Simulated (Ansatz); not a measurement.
## Ansatz (development build ahead of 0.2.0) run

```yaml
crystal:
  periodic: [false, false, false]
  atoms:
    - { symbol: B, position_ang: [0.0, 0.0, 0.0] }
    - { symbol: H, position_ang: [1.23367, 0.0, 0.0] }
    - { symbol: H, position_ang: [-1.23367, 0.0, 0.0] }
basis:
  gaussian: { orbitals: "6-31G" }
total_charge: 1
hamiltonian:
  xc: hf
correlation:
  method: fci
  frozen_orbitals: { B: 1, H: 0 }
```

The input is written out in the form of the current development build from the run's settings.

The run gave:

- Converged: yes
- Total energy: -25.50762 hartree
- State: lowest singlet root, of any spatial symmetry
